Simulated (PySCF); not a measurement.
Compound: C4H8P (charge -1).
Cartesian coordinates in Å at the GFN2-xTB level; atoms count from 1:
```xyz
13
C4H8P angstrom
C      1.836    0.736    0.141
C      1.578   -0.413    0.789
P      0.261   -1.575    0.694
C     -0.838   -0.779   -0.602
C     -1.684    0.374   -0.076
H      1.187    1.150   -0.613
H      2.738    1.301    0.348
H      2.307   -0.746    1.528
H     -0.216   -0.449   -1.440
H     -1.496   -1.574   -0.972
H     -2.310    0.800   -0.867
H     -1.038    1.153    0.322
H     -2.327    0.024    0.730
```

Mayer bond orders were computed from the PBE0/pcSseg-1 density (PySCF). Isolated species at its GFN2-xTB geometry (one conformer only). The pcSseg-1 basis has no diffuse functions, a weakness for an anion. The HOMO energy is positive at this level (+0.92 eV), so the outermost electrons may be held by the finite basis alone.

The orders 0.94, 1.02, 1.24, 1.71 belong to the bonds C1–C2, C2–P3, P3–C4, C4–C5, in another order. Match them.

P3–C4 0.94; C4–C5 1.02; C2–P3 1.24; C1–C2 1.71.

Set the orders of all bonds between heavy atoms beside their lengths and the difference of the ESP-fitted charges at their ends.

```
 bond  Mayer order  length (Å)  q(first) − q(second) (e)
C1–C2        1.705       1.345                    -0.827
C2–P3        1.239       1.759                    +0.906
C4–C5        1.018       1.523                    +0.755
P3–C4        0.944       1.877                    -1.212
```

For a closed shell the Mayer order of atoms A and B is Σ (PS)μν (PS)νμ over the basis functions μ on A and ν on B, with P the density and S the overlap matrix.
